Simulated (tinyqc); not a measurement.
Inside a calculation. Method: extended Hueckel theory, for BH. Computed by tinyqc, a small Python program that keeps every step (integrals from PySCF). Settings: charge = 0, K = 2.0, multiplicity = 1. Command: `OMP_NUM_THREADS=1 python tinyqc.py 25506 25507 out.jsonl` (the two numbers bound the seeds that draw the settings). One thread of a shared host (Intel(R) Xeon(R) Processor @ 2.60GHz), about 0.01 s of CPU time with the checks.

## Overlaps

Geometry (angstrom):
```
atom         x         y         z
B     0.000000  0.000000  0.000000
H     0.000000  0.000000  1.142000
```

Parameters chosen for this run:
```
element  shell  Slater exponent   H_ii (eV)
B           2s         1.300000  -15.200000
B           2p         1.300000   -8.500000
H           1s         1.300000  -13.600000
```

Slater orbitals, each expanded in six Gaussians scaled to its exponent.

overlap S, lower triangle:
```
           1B 2s    1B 2px    1B 2py    1B 2pz     2H 1s
1B 2s   1.000000
1B 2px  0.000000  1.000000
1B 2py  0.000000  0.000000  1.000000
1B 2pz  0.000000  0.000000  0.000000  1.000000
2H 1s   0.511025  0.000000  0.000000  0.545410  1.000000
```

## Wolfsberg-Helmholz matrix

diagonal H_ii (eV): 1B 2s -15.200000, 1B 2px -8.500000, 1B 2py -8.500000, 1B 2pz -8.500000, 2H 1s -13.600000

K = 2.000000

H_ij = K' S_ij (H_ii + H_jj)/2 for i != j (the diagonal keeps H_ii), with K' = 2.

H (eV), lower triangle:
```
             1B 2s     1B 2px     1B 2py      1B 2pz       2H 1s
1B 2s   -15.200000
1B 2px    0.000000  -8.500000
1B 2py    0.000000   0.000000  -8.500000
1B 2pz    0.000000   0.000000   0.000000   -8.500000
2H 1s   -14.717516   0.000000   0.000000  -12.053553  -13.600000
```

## Orbitals

valence electrons = 4

Solve H C = S C e through S^(-1/2); fill by pairs from the bottom, a degenerate level sharing its electrons equally; each orbital has its largest coefficient positive (the first on a tie).

orbital energies (eV): -19.370783  -10.806384  -8.500000  -8.500000  24.811285

occupations: 2.000000  2.000000  0.000000  0.000000  0.000000

coefficients:
```
             MO1        MO2        MO3       MO4        MO5
1B 2s   0.601950  -0.574152   0.000000  0.000000  -0.948505
1B 2px  0.000000   0.000000   0.974819  0.222997   0.000000
1B 2py  0.000000   0.000000  -0.222997  0.974819   0.000000
1B 2pz  0.071345   0.732677   0.000000  0.000000  -1.063978
2H 1s   0.521027   0.274340   0.000000  0.000000   1.385237
```

sum of one-electron energies = -60.354333 eV

Within a degenerate level the vectors are fixed only up to a rotation; this is one choice.

## Mulliken analysis

P = C n C^T; charge = valence electrons (B 3, H 1) minus the sum of (P S)_ii on the atom; overlap population = 2 sum P_ij S_ij between two atoms.

charges: 1B 0.112831, 2H -0.112831

Overlap populations:
```
pair     value
2-1   0.838736
```
